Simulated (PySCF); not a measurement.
NMR data sheet: dimethyl carbonate

```
Formula                 : C3H6O3
SMILES                  : COC(=O)OC
InChI                   : InChI=1S/C3H6O3/c1-5-3(4)6-2/h1-2H3
Degrees of unsaturation : 1
Carbon signals          : 2
Proton signals          : 1
```

Numbering as in the mapped SMILES `[CH3:1][O:2][C:3](=[O:4])[O:5][CH3:6]`. Each H is labelled by its parent atom.

PySCF 2.14.0 with density-fitted response routines calculation with shieldings: GIAO B97-2/pcSseg-2 and geometry: PBE0-D3(BJ)/def2-TZVP; no solvent model, a single conformation, non-relativistic Hamiltonian, one averaged value for each set of equivalent atoms.

References, each an isolated molecule treated in the same way: 1H (σ = 31.64 ppm) and 13C (σ = 185.38 ppm) against TMS; 17O (σ = 327.66 ppm) vs H2O.

| carbon | δC, type | δH (multiplicity) | HMBC from (2–3 bonds) | span of the C tensor (ppm) |
| --- | --- | --- | --- | --- |
| C1/C6 | 57.1, CH3 | 3.65 (s) | – | 78 |
| C3 | 164.3, C | – | H(C1)/H(C6) | 139 |

Other nuclei:
```csv
atoms,nucleus,environment,δ (ppm),σ (ppm)
O4,17O,ester carbonyl oxygen,291.9,35.8
O2/O5,17O,ester alkoxy oxygen,137.1,190.6
```

1. Carbon types of the structure: 1 × C, 2 × CH3, which accounts for all hydrogens.
2. δC 164.3: carbonate carbon; lone-pair donation from the attached heteroatom keeps it upfield of a ketone carbonyl.
3. δC 57.1: methyl carbon bonded to O; pulled downfield by the heteroatom.
4. δH 3.65: hydrogen on a methyl carbon bonded to O; its carbon carries O, an electronegative neighbour.

Shifts are as computed. Against solution values, carbons near 30 ppm lie about +3 ppm off and those near 130 ppm about +7 ppm. Of 1211 compounds with measured shifts, 218 miss one by over three times the rms of a fit or turn the order of signals round; such compounds aren't used in these exercises. Unscaled 17O shifts of doubly bonded oxygen tend to come out too high, by tens of ppm or more. Experimental scales use liquid or dissolved standards, which lie at an offset from isolated H2O (liquid H2O: subtract about 36 ppm).
